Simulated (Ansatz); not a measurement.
# FH4NSi: the cost of one run

Program: Ansatz 0.2.0. Level of theory: RKS LDA/def2-SVP. These are calculated values, not measurements.

**1. Starting point**

Bond lengths: N1–Si2 1.636 Å, Si2–F3 1.599 Å, N1–H4 0.998 Å, N1–H5 1.036 Å, Si2–H6 1.486 Å, Si2–H7 1.501 Å. Angles: N1–Si2–F3 103.0°, N1–Si2–H6 109.2°, N1–Si2–H7 108.4°, F3–Si2–H6 111.4°, F3–Si2–H7 111.2°, H6–Si2–H7 113.1°, Si2–N1–H4 109.1°, Si2–N1–H5 110.1°, H4–N1–H5 107.4°.

Coordinates:

```xyz
7

N    -0.6917    0.4615   -0.6162
Si    0.5305   -0.0339    0.3525
F     0.1918   -1.5766    0.5992
H    -0.6813   -0.0776   -1.4555
H    -1.6029    0.2956   -0.1524
H     0.4920    0.7385    1.6215
H     1.8228    0.1246   -0.3948
```

**2. End point A**

File input.yaml:

```yaml
crystal:
  periodic: [false, false, false]
  atoms:
    - { symbol: "N", position_ang: [-0.6917, 0.4615, -0.6162] }
    - { symbol: Si, position_ang: [0.5305, -0.0339, 0.3525] }
    - { symbol: F, position_ang: [0.1918, -1.5766, 0.5992] }
    - { symbol: H, position_ang: [-0.6813, -0.0776, -1.4555] }
    - { symbol: H, position_ang: [-1.6029, 0.2956, -0.1524] }
    - { symbol: H, position_ang: [0.492, 0.7385, 1.6215] }
    - { symbol: H, position_ang: [1.8228, 0.1246, -0.3948] }
basis:
  gaussian: { orbitals: def2-SVP }
hamiltonian:
  xc: lda
relax:
  f_tol: 0.015
  max_steps: 40
output:
  orbitals: {}
```

Command:

```console
ansatz run input.yaml --threads 1 --pin off --max-ram 2048MiB --backend cpu --events-out ev --progress --plain --runs-dir out
```

Q: Estimate wall time and peak memory on 1 thread of Arm Neoverse V1, shared host.

About 7.7 s, with a peak of 0.13 GiB.
